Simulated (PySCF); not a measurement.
SMILES c1ccccc1 (C6H6), PBE0/def2-SVP optimised geometry.

```
12

C     -0.70    -1.21     0.00
C      0.70    -1.21     0.00
C      1.39     0.00     0.00
C      0.70     1.21     0.00
C     -0.70     1.21     0.00
C     -1.39     0.00     0.00
H     -1.24    -2.15     0.00
H      1.24    -2.15     0.00
H      2.49     0.00     0.00
H      1.24     2.15     0.00
H     -1.24     2.15     0.00
H     -2.49     0.00     0.00
```

Density from PySCF with PBE0/def2-TZVP at that geometry.

Minimum of the electron density along straight lines between bonded atoms, close to the bond critical point (lines longer than 1.1 times the sum of covalent radii, or with two minima, are not listed):

```json
[
 {"bond": "C1–C2", "length / Å": "1.395", "ρ at the minimum / e bohr⁻³": "0.315", "∇²ρ there / e bohr⁻⁵": "-0.92", "position (fraction from the first atom)": "0.50"},
 {"bond": "C2–C3", "length / Å": "1.395", "ρ at the minimum / e bohr⁻³": "0.315", "∇²ρ there / e bohr⁻⁵": "-0.92", "position (fraction from the first atom)": "0.50"},
 {"bond": "C3–C4", "length / Å": "1.395", "ρ at the minimum / e bohr⁻³": "0.315", "∇²ρ there / e bohr⁻⁵": "-0.92", "position (fraction from the first atom)": "0.50"},
 {"bond": "C4–C5", "length / Å": "1.395", "ρ at the minimum / e bohr⁻³": "0.315", "∇²ρ there / e bohr⁻⁵": "-0.92", "position (fraction from the first atom)": "0.50"},
 {"bond": "C1–C6", "length / Å": "1.395", "ρ at the minimum / e bohr⁻³": "0.315", "∇²ρ there / e bohr⁻⁵": "-0.92", "position (fraction from the first atom)": "0.50"},
 {"bond": "C5–C6", "length / Å": "1.395", "ρ at the minimum / e bohr⁻³": "0.315", "∇²ρ there / e bohr⁻⁵": "-0.92", "position (fraction from the first atom)": "0.50"},
 {"bond": "C1–H7", "length / Å": "1.093", "ρ at the minimum / e bohr⁻³": "0.280", "∇²ρ there / e bohr⁻⁵": "-0.98", "position (fraction from the first atom)": "0.65"},
 {"bond": "C2–H8", "length / Å": "1.093", "ρ at the minimum / e bohr⁻³": "0.280", "∇²ρ there / e bohr⁻⁵": "-0.98", "position (fraction from the first atom)": "0.65"},
 {"bond": "C3–H9", "length / Å": "1.093", "ρ at the minimum / e bohr⁻³": "0.280", "∇²ρ there / e bohr⁻⁵": "-0.98", "position (fraction from the first atom)": "0.65"},
 {"bond": "C4–H10", "length / Å": "1.093", "ρ at the minimum / e bohr⁻³": "0.280", "∇²ρ there / e bohr⁻⁵": "-0.98", "position (fraction from the first atom)": "0.65"},
 {"bond": "C5–H11", "length / Å": "1.093", "ρ at the minimum / e bohr⁻³": "0.280", "∇²ρ there / e bohr⁻⁵": "-0.98", "position (fraction from the first atom)": "0.65"},
 {"bond": "C6–H12", "length / Å": "1.093", "ρ at the minimum / e bohr⁻³": "0.280", "∇²ρ there / e bohr⁻⁵": "-0.98", "position (fraction from the first atom)": "0.65"}
]
```
